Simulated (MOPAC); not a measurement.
MOPAC input (PM7):

```
PM7 PRECISE GNORM=0.05 LET XYZ GEO-OK AUX(PRECISION=9) THREADS=1
ClF

F    -0.00000000 1   -0.00000000 1   -1.07291806 1
Cl    0.00000000 1    0.00000000 1    0.56801544 1
```

What heat of formation does the run end on?

-20.13 kcal/mol.
